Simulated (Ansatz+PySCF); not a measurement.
# doublet C₂H₄Cl: levels of theory in one basis

```xyz
7

C     0.0059    0.0000   -0.9109
C    -0.2620    0.0000    0.5195
Cl    1.3860    0.0000    1.5030
H     0.1974    0.9290   -1.4323
H     0.1974   -0.9290   -1.4323
H    -0.7623    0.8960    0.8765
H    -0.7623   -0.8960    0.8765
```

Basis set: cc-pVTZ on H, C; cc-pV(T+d)Z on Cl (spherical functions). Frozen core: 7 orbitals. Correlation on ROHF uses semicanonical orbitals with singles. Charge 0, multiplicity 2.

Computed with Ansatz (development build ahead of 0.2.0) and PySCF 2.14.0; each method stands on the lowest determinant of its kind that the runs found.

```csv
method,E − E(ROHF) (eV),<S²> of the determinant
ROHF,0.00,0.75
UHF,-0.15,0.78
ROHF-MP2,-13.98,–
UHF-MP2,-13.96,0.78
```

Q: What does ROHF-CCSD(T) give on the same scale?

A: -15.73 eV.
